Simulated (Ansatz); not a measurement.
Born–Oppenheimer molecular dynamics of CH6BCl (9 atoms, charge 0, multiplicity 1). It starts at the highest image of a converged band, a first-order saddle point between two minima.

All numbers below come from RKS CAM-B3LYP/6-31G* in Ansatz.

```yaml
ensemble: NVE (velocity Verlet)
time_step: 0.5 fs
steps_asked: 200
starting_velocities_drawn_for: 100 K
seed: 6707
```

First frame:

```xyz
9
Properties=species:S:1:pos:R:3
B -0.035 -0.266 0.269
C -0.009 0.051 1.930
H -0.954 -0.009 2.477
H 0.810 -0.322 2.552
H 0.199 1.115 1.760
H 1.037 -0.155 -0.229
H -1.043 0.106 -0.233
Cl -0.293 -2.423 0.325
H -0.147 -1.285 1.307
```

How far do the bonds stretch over the last three quarters of this one trajectory? (Pairs bonded in most of those frames.)


| bond | mean (Å) | spread (Å) | shortest | longest |
| --- | --- | --- | --- | --- |
| B1–H6 | 1.189 | 0.004 | 1.18 | 1.20 |
| B1–H7 | 1.189 | 0.005 | 1.18 | 1.20 |
| B1–Cl8 | 1.786 | 0.138 | 1.58 | 2.04 |
| C2–H3 | 1.092 | 0.015 | 1.06 | 1.12 |
| C2–H4 | 1.093 | 0.020 | 1.05 | 1.14 |
| C2–H5 | 1.094 | 0.018 | 1.06 | 1.12 |
| C2–H9 | 1.101 | 0.054 | 1.01 | 1.20 |

Mean temperature of the second half: 1926 K. The conserved energy stayed within 0.23 meV per atom of its start (net change 0.0028 meV per atom), so the integration is sound. The kinetic energy rose, since the run started high on the potential surface and went downhill. It ends in pieces (BClH2 + CH4), so much of that is their flight and rotation, not heat. A run of 0.1 ps of so small a system gives no equilibrium averages. The orbitals stay closed-shell, which can raise the energy where a bond breaks towards radicals; this wasn't checked here.

Run time: 4 min on 2 threads of Arm Neoverse V1 (shared host), peak memory 0.12 GiB.
